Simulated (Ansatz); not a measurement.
A short molecular-dynamics run on C$_{3}$H$_{4}$S$_{3}$ (`S=C1SCCS1`).

```yaml
crystal:
  periodic: [false, false, false]
  atoms:
    - {symbol: S, position_ang: [-1.204484, 2.062742, 2.367861]}
    - {symbol: C, position_ang: [-0.622356, 1.065894, 1.223524]}
    - {symbol: S, position_ang: [-0.770047, -0.665666, 1.303265]}
    - {symbol: C, position_ang: [0.358154, -1.046389, -0.054837]}
    - {symbol: C, position_ang: [0.220991, 0.054565, -1.083645]}
    - {symbol: S, position_ang: [0.207828, 1.628643, -0.197960]}
    - {symbol: H, position_ang: [0.082189, -2.019060, -0.466668]}
    - {symbol: H, position_ang: [1.376214, -1.100304, 0.336262]}
    - {symbol: H, position_ang: [-0.709511, -0.041519, -1.646895]}
    - {symbol: H, position_ang: [1.061011, 0.061103, -1.780908]}
basis:
  gaussian: {orbitals: def2-SVP}
hamiltonian: {xc: {name: BLYP}, dispersion: d3bj}
md: {timestep: 1 fs, n_steps: 50, ensemble: nve, temperature: 1500, initial_velocities: maxwell_boltzmann, seed: 16}
```

```sh
$ ansatz run in.yaml --threads 4 --pin off --events-out ev --progress --plain --max-ram 10444MiB
```

| step | time (fs) | potential energy (eV) | kinetic (eV) | T (K) | conserved (eV) |
| --- | --- | --- | --- | --- | --- |
| 0 | 0.0 | -35668.5640 | 1.5511 | 1500 | -35667.0128 |
| 1 | 1.0 | -35668.3964 | 1.3966 | 1351 | -35666.9998 |
| 2 | 2.0 | -35668.1475 | 1.1633 | 1125 | -35666.9841 |
| 3 | 3.0 | -35668.0256 | 1.0327 | 999 | -35666.9929 |
| 4 | 4.0 | -35667.9297 | 0.9290 | 898 | -35667.0007 |
| 5 | 5.0 | -35667.7425 | 0.7476 | 723 | -35666.9949 |
| 6 | 6.0 | -35667.5307 | 0.5432 | 525 | -35666.9875 |
| 7 | 7.0 | -35667.4017 | 0.4170 | 403 | -35666.9847 |
| 8 | 8.0 | -35667.4046 | 0.4197 | 406 | -35666.9849 |
| 9 | 9.0 | -35667.5412 | 0.5538 | 536 | -35666.9874 |
| 10 | 10.0 | -35667.7664 | 0.7697 | 744 | -35666.9968 |
| 11 | 11.0 | -35667.9446 | 0.9395 | 909 | -35667.0051 |
| 12 | 12.0 | -35667.9739 | 0.9778 | 946 | -35666.9962 |
| 13 | 13.0 | -35667.9788 | 0.9916 | 959 | -35666.9872 |
| 14 | 14.0 | -35668.0733 | 1.0749 | 1039 | -35666.9984 |
| 15 | 15.0 | -35668.1157 | 1.1109 | 1074 | -35667.0049 |
| 16 | 16.0 | -35668.0061 | 1.0084 | 975 | -35666.9977 |
| 17 | 17.0 | -35667.8328 | 0.8429 | 815 | -35666.9899 |
| 18 | 18.0 | -35667.7094 | 0.7216 | 698 | -35666.9879 |
| 19 | 19.0 | -35667.6713 | 0.6815 | 659 | -35666.9898 |
| 20 | 20.0 | -35667.6940 | 0.7022 | 679 | -35666.9918 |
| 21 | 21.0 | -35667.7468 | 0.7514 | 727 | -35666.9955 |
| 22 | 22.0 | -35667.7714 | 0.7683 | 743 | -35667.0031 |
| 23 | 23.0 | -35667.6804 | 0.6826 | 660 | -35666.9978 |
| 24 | 24.0 | -35667.5686 | 0.5866 | 567 | -35666.9820 |
| 25 | 25.0 | -35667.6390 | 0.6495 | 628 | -35666.9895 |
| 26 | 26.0 | -35667.7950 | 0.7921 | 766 | -35667.0029 |
| 27 | 27.0 | -35667.8397 | 0.8394 | 812 | -35667.0003 |
| 28 | 28.0 | -35667.7855 | 0.7930 | 767 | -35666.9925 |
| 29 | 29.0 | -35667.7388 | 0.7499 | 725 | -35666.9889 |
| 30 | 30.0 | -35667.7577 | 0.7687 | 743 | -35666.9890 |
| 31 | 31.0 | -35667.8447 | 0.8544 | 826 | -35666.9903 |
| 32 | 32.0 | -35667.9764 | 0.9811 | 949 | -35666.9953 |
| 33 | 33.0 | -35668.0719 | 1.0669 | 1032 | -35667.0050 |
| 34 | 34.0 | -35668.0033 | 0.9986 | 966 | -35667.0047 |
| 35 | 35.0 | -35667.7974 | 0.8096 | 783 | -35666.9879 |
| 36 | 36.0 | -35667.6864 | 0.7021 | 679 | -35666.9843 |
| 37 | 37.0 | -35667.7210 | 0.7231 | 699 | -35666.9980 |
| 38 | 38.0 | -35667.7176 | 0.7172 | 694 | -35667.0004 |
| 39 | 39.0 | -35667.6202 | 0.6270 | 606 | -35666.9932 |
| 40 | 40.0 | -35667.5196 | 0.5314 | 514 | -35666.9882 |
| 41 | 41.0 | -35667.4931 | 0.5060 | 489 | -35666.9872 |
| 42 | 42.0 | -35667.5635 | 0.5760 | 557 | -35666.9876 |
| 43 | 43.0 | -35667.7250 | 0.7338 | 710 | -35666.9911 |
| 44 | 44.0 | -35667.9180 | 0.9176 | 887 | -35667.0004 |
| 45 | 45.0 | -35668.0128 | 1.0081 | 975 | -35667.0048 |
| 46 | 46.0 | -35667.9615 | 0.9673 | 935 | -35666.9941 |
| 47 | 47.0 | -35667.9113 | 0.9244 | 894 | -35666.9869 |
| 48 | 48.0 | -35667.9576 | 0.9618 | 930 | -35666.9958 |
| 49 | 49.0 | -35667.9858 | 0.9857 | 953 | -35667.0001 |
| 50 | 50.0 | -35667.9243 | 0.9288 | 898 | -35666.9955 |

Velocities are drawn at the set temperature; a run this short doesn't reach equilibrium.

Frames (Å, forces in eV/Å):

```xyz
10
time=0.0 fs
S    -1.204    2.063    2.368   -0.417    0.714    0.820
C    -0.622    1.066    1.224   -0.047    0.081    0.093
S    -0.770   -0.666    1.303   -0.648   -0.968    0.751
C     0.358   -1.046   -0.055    0.127   -0.174   -0.218
C     0.221    0.055   -1.084    0.092   -0.201   -0.214
S     0.208    1.629   -0.198    0.528    1.172   -0.515
H     0.082   -2.019   -0.467   -0.092   -0.494   -0.206
H     1.376   -1.100    0.336    0.534   -0.049    0.181
H    -0.710   -0.042   -1.647   -0.467   -0.066   -0.313
H     1.061    0.061   -1.781    0.389   -0.015   -0.378
10
time=3.0 fs
S    -1.200    2.077    2.373   -0.173   -0.068    0.154
C    -0.633    1.037    1.212   -0.133    1.509    0.703
S    -0.763   -0.673    1.286   -0.980   -1.208    1.555
C     0.346   -1.051   -0.020    2.090   -0.125   -1.276
C     0.222    0.003   -1.111   -0.405    1.172    2.636
S     0.199    1.648   -0.187    0.770    0.380   -0.525
H     0.052   -2.020   -0.442    0.176   -0.538    0.008
H     1.501   -1.035    0.232   -1.818   -0.367    0.195
H    -0.693    0.162   -1.613   -1.359   -0.865   -1.360
H     1.115   -0.029   -1.636    1.831    0.112   -2.090
10
time=6.0 fs
S    -1.195    2.091    2.378   -0.054   -0.579   -0.255
C    -0.644    1.019    1.205   -0.098    2.366    1.021
S    -0.759   -0.683    1.272   -1.370   -1.164    2.205
C     0.348   -1.058    0.005    1.286   -0.987   -2.926
C     0.222   -0.039   -1.123    0.656    2.432   -0.892
S     0.192    1.668   -0.177    0.802   -0.288   -0.514
H     0.037   -2.060   -0.416    0.537    0.298    0.380
H     1.488   -1.001    0.150   -1.161   -0.561    0.913
H    -0.764    0.285   -1.676    1.645   -1.960    0.219
H     1.278   -0.106   -1.645   -2.242    0.445   -0.150
10
time=9.0 fs
S    -1.191    2.103    2.383   -0.043   -0.765   -0.385
C    -0.656    1.017    1.206    0.015    2.290    1.011
S    -0.759   -0.696    1.264   -1.508   -0.769    2.381
C     0.357   -1.071    0.010   -1.637   -0.732   -3.398
C     0.226   -0.065   -1.139    1.135    2.345   -0.853
S     0.188    1.688   -0.168    0.646   -0.854   -0.713
H     0.065   -2.083   -0.362    0.351    0.031    0.066
H     1.397   -1.012    0.145    2.040   -0.329    1.460
H    -0.717    0.248   -1.731    1.195   -1.744    0.336
H     1.278   -0.147   -1.678   -2.194    0.527    0.096
10
time=12.0 fs
S    -1.187    2.114    2.386   -0.109   -0.659   -0.257
C    -0.667    1.031    1.213    0.181    1.465    0.702
S    -0.763   -0.712    1.263   -1.431   -0.187    2.005
C     0.359   -1.089   -0.009    0.772    0.420   -1.872
C     0.238   -0.075   -1.159    0.555    1.393    3.137
S     0.185    1.705   -0.162    0.385   -1.376   -1.122
H     0.122   -2.108   -0.303   -0.053   -0.707   -0.471
H     1.435   -1.052    0.256   -0.063   -0.118    0.562
H    -0.591    0.070   -1.770   -2.243   -0.479   -1.198
H     1.117   -0.145   -1.714    2.005    0.249   -1.485
10
time=15.0 fs
S    -1.183    2.123    2.389   -0.243   -0.331    0.079
C    -0.678    1.056    1.226    0.390    0.349    0.200
S    -0.771   -0.727    1.267   -1.210    0.342    1.280
C     0.365   -1.104   -0.041    2.635   -0.308    0.273
C     0.253   -0.074   -1.162   -0.542    0.858    0.035
S     0.183    1.718   -0.159    0.112   -1.804   -1.436
H     0.177   -2.179   -0.282   -0.051    0.329   -0.476
H     1.477   -1.101    0.412   -1.874    0.135   -0.878
H    -0.607   -0.159   -1.879   -0.228    0.117    0.938
H     1.087   -0.119   -1.857    1.010    0.313   -0.015
10
time=18.0 fs
S    -1.180    2.131    2.393   -0.406    0.084    0.500
C    -0.685    1.084    1.240    0.609   -0.702   -0.369
S    -0.781   -0.742    1.275   -0.994    0.695    0.610
C     0.388   -1.122   -0.072    1.416   -0.664    1.153
C     0.265   -0.067   -1.163    0.025   -0.257   -3.159
S     0.182    1.727   -0.159   -0.082   -2.010   -1.520
H     0.227   -2.226   -0.301   -0.152    0.965   -0.474
H     1.378   -1.140    0.501   -0.471    0.343   -0.988
H    -0.656   -0.372   -1.921    1.364    1.306    2.055
H     1.147   -0.068   -2.003   -1.310    0.240    2.191
10
time=21.0 fs
S    -1.178    2.139    2.397   -0.508    0.365    0.797
C    -0.688    1.106    1.251    0.759   -1.393   -0.844
S    -0.795   -0.756    1.284   -0.744    0.843    0.055
C     0.421   -1.144   -0.095   -1.561    0.810    0.042
C     0.277   -0.061   -1.184    0.151   -0.553   -0.719
S     0.180    1.730   -0.163   -0.224   -2.021   -1.462
H     0.262   -2.201   -0.362   -0.357   -0.044   -0.573
H     1.256   -1.150    0.521    2.766    0.330    0.725
H    -0.603   -0.478   -1.800    0.221    1.594    0.679
H     1.111    0.004   -1.978   -0.502    0.070    1.300
10
time=24.0 fs
S    -1.178    2.148    2.404   -0.465    0.326    0.752
C    -0.686    1.119    1.257    0.722   -1.543   -0.946
S    -0.811   -0.767    1.293   -0.288    0.861   -0.476
C     0.446   -1.160   -0.116    0.553    1.680    1.898
C     0.290   -0.059   -1.207   -0.081    0.463    5.244
S     0.178    1.728   -0.172   -0.301   -1.923   -1.227
H     0.270   -2.176   -0.470   -0.221   -0.447   -0.249
H     1.322   -1.134    0.571    0.432   -0.028   -0.981
H    -0.553   -0.462   -1.634   -3.089    0.300   -1.926
H     1.057    0.084   -1.865    2.740    0.311   -2.090
10
time=27.0 fs
S    -1.178    2.158    2.413   -0.274   -0.046    0.337
C    -0.679    1.121    1.255    0.489   -1.189   -0.586
S    -0.827   -0.775    1.301    0.335    0.825   -0.870
C     0.473   -1.165   -0.125    1.048    0.796    1.706
C     0.302   -0.054   -1.200   -0.424    0.456    1.745
S     0.175    1.721   -0.184   -0.231   -1.802   -0.857
H     0.261   -2.177   -0.595    0.225    0.645    0.696
H     1.437   -1.120    0.548   -1.146   -0.307   -1.648
H    -0.702   -0.394   -1.599    0.704    1.252   -0.628
H     1.172    0.180   -1.877   -0.724   -0.631    0.104
10
time=30.0 fs
S    -1.180    2.167    2.422   -0.001   -0.570   -0.265
C    -0.668    1.114    1.250    0.150   -0.631   -0.014
S    -0.842   -0.781    1.307    0.990    0.805   -1.078
C     0.507   -1.163   -0.123   -1.287    0.757   -0.262
C     0.312   -0.045   -1.179   -0.843    1.379   -0.176
S     0.171    1.708   -0.198   -0.069   -1.566   -0.456
H     0.268   -2.133   -0.664    0.249    0.450    0.942
H     1.472   -1.130    0.398    0.258   -0.226   -0.055
H    -0.813   -0.234   -1.624    2.732    0.678    0.273
H     1.250    0.228   -1.896   -2.179   -1.077    1.090
10
time=33.0 fs
S    -1.181    2.176    2.431    0.262   -1.052   -0.826
C    -0.656    1.103    1.245   -0.189   -0.131    0.503
S    -0.855   -0.786    1.310    1.558    0.812   -1.141
C     0.531   -1.156   -0.121   -2.546    1.932   -0.466
C     0.315   -0.027   -1.157   -0.976    1.616    1.148
S     0.167    1.692   -0.213    0.130   -1.050    0.058
H     0.292   -2.060   -0.660   -0.314   -1.106    0.107
H     1.531   -1.159    0.241    1.223   -0.035    0.958
H    -0.710   -0.018   -1.632    0.929   -0.563   -0.071
H     1.160    0.189   -1.834   -0.076   -0.422   -0.270
10
time=36.0 fs
S    -1.182    2.181    2.437    0.460   -1.380   -1.219
C    -0.645    1.091    1.243   -0.464    0.223    0.838
S    -0.863   -0.788    1.310    1.877    0.870   -1.088
C     0.540   -1.136   -0.122   -0.406    0.902    0.100
C     0.312    0.002   -1.125    0.474    0.905    3.389
S     0.164    1.673   -0.228    0.387   -0.338    0.637
H     0.294   -2.067   -0.640   -0.314   -0.588    0.173
H     1.664   -1.189    0.154   -1.596    0.248    0.419
H    -0.553    0.155   -1.660   -2.944   -1.061   -1.474
H     1.078    0.116   -1.807    2.527    0.219   -1.774
10
time=39.0 fs
S    -1.181    2.182    2.441    0.558   -1.520   -1.392
C    -0.638    1.080    1.247   -0.610    0.437    0.976
S    -0.867   -0.787    1.307    1.939    0.952   -0.908
C     0.544   -1.110   -0.123   -0.888   -1.191   -0.107
C     0.311    0.039   -1.076    0.526    1.016   -3.280
S     0.161    1.652   -0.241    0.499    0.424    1.228
H     0.271   -2.118   -0.603    0.067    1.030    0.528
H     1.681   -1.200    0.110   -1.658    0.411    0.615
H    -0.581    0.230   -1.776    0.315   -1.809    0.937
H     1.161    0.057   -1.888   -0.748    0.252    1.402
10
time=42.0 fs
S    -1.179    2.180    2.440    0.572   -1.484   -1.353
C    -0.635    1.072    1.258   -0.631    0.420    0.861
S    -0.865   -0.784    1.301    1.808    1.001   -0.675
C     0.540   -1.091   -0.125   -3.342   -0.529    0.126
C     0.314    0.082   -1.047    0.126   -0.922   -5.210
S     0.160    1.633   -0.251    0.353    1.433    1.681
H     0.250   -2.094   -0.529   -0.083    0.517   -0.169
H     1.575   -1.177    0.121    1.179    0.235    1.291
H    -0.604    0.160   -1.828    1.283   -1.320    1.722
H     1.202    0.022   -1.871   -1.265    0.648    1.726
10
time=45.0 fs
S    -1.175    2.174    2.436    0.494   -1.266   -1.083
C    -0.637    1.068    1.275   -0.531    0.223    0.421
S    -0.859   -0.778    1.294    1.466    0.988   -0.502
C     0.515   -1.075   -0.125   -1.614    1.282    1.700
C     0.318    0.118   -1.053   -0.645   -3.025   -1.604
S     0.160    1.618   -0.257   -0.010    2.461    1.960
H     0.220   -2.037   -0.470   -0.368   -1.154   -1.017
H     1.542   -1.133    0.236    0.343    0.139    0.740
H    -0.533   -0.020   -1.745   -0.413   -0.280    0.145
H     1.152    0.041   -1.723    1.278    0.632   -0.761
10
time=48.0 fs
S    -1.170    2.164    2.429    0.301   -0.865   -0.581
C    -0.642    1.064    1.295   -0.291   -0.052   -0.218
S    -0.848   -0.770    1.285    0.878    0.909   -0.328
C     0.478   -1.051   -0.113    0.725   -0.167    2.684
C     0.317    0.133   -1.070   -0.065   -3.584    0.447
S     0.160    1.610   -0.257   -0.477    2.825    1.919
H     0.167   -2.052   -0.487    0.419    0.286   -0.325
H     1.535   -1.079    0.408   -1.661   -0.092   -0.774
H    -0.498   -0.230   -1.653   -1.427    0.435   -1.338
H     1.206    0.111   -1.633    1.598    0.304   -1.485
10
time=50.0 fs
S    -1.167    2.156    2.424    0.115   -0.514   -0.149
C    -0.647    1.062    1.308   -0.067   -0.267   -0.712
S    -0.840   -0.763    1.278    0.315    0.810   -0.102
C     0.455   -1.036   -0.094    0.712   -1.063    2.105
C     0.316    0.129   -1.081    1.194   -3.868   -1.483
S     0.159    1.608   -0.255   -0.650    2.616    1.675
H     0.147   -2.060   -0.519    0.787    1.113    0.305
H     1.461   -1.045    0.495   -1.189   -0.245   -1.041
H    -0.538   -0.351   -1.649    0.212    1.545   -0.643
H     1.324    0.174   -1.645   -1.427   -0.127    0.045
```

Run time 73 s (4 threads of an Arm Neoverse V1 on a shared host); peak host memory 0.51 GiB.
